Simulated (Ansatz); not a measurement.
SiMe2H2 (C₂H₈Si). The state is a singlet with charge 0. Geometry relaxed at PBE-D4/def2-TZVP.

```xyz
11

Si   -0.0971   -0.6636   -0.2916
C     1.5248    0.2920   -0.3453
H     2.3061   -0.2826   -0.8631
H     1.8826    0.5122    0.6713
H     1.3980    1.2473   -0.8756
C    -1.4372    0.3065    0.6084
H    -2.3827   -0.2538    0.6333
H    -1.6255    1.2683    0.1090
H    -1.1384    0.5150    1.6462
H     0.1184   -1.9786    0.3982
H    -0.5490   -0.9626   -1.6908
```

(1) Estimate the harmonic wavenumbers at RKS PBE-D4/def2-TZVP (Ansatz, unscaled). Is this a minimum?

Results:

(1) 153, 169, 202, 448, 564, 621, 640, 709, 833, 852, 862, 889, 925, 1230, 1237, 1403, 1405, 1412, 1417, 2139, 2139, 2973, 2973, 3051, 3052, 3056, 3056 cm⁻¹. Yes, no mode is imaginary beyond noise. Zero-point energy 229.8 kJ/mol. It took 45 s on 4 threads of Arm Neoverse V1 on a shared host.
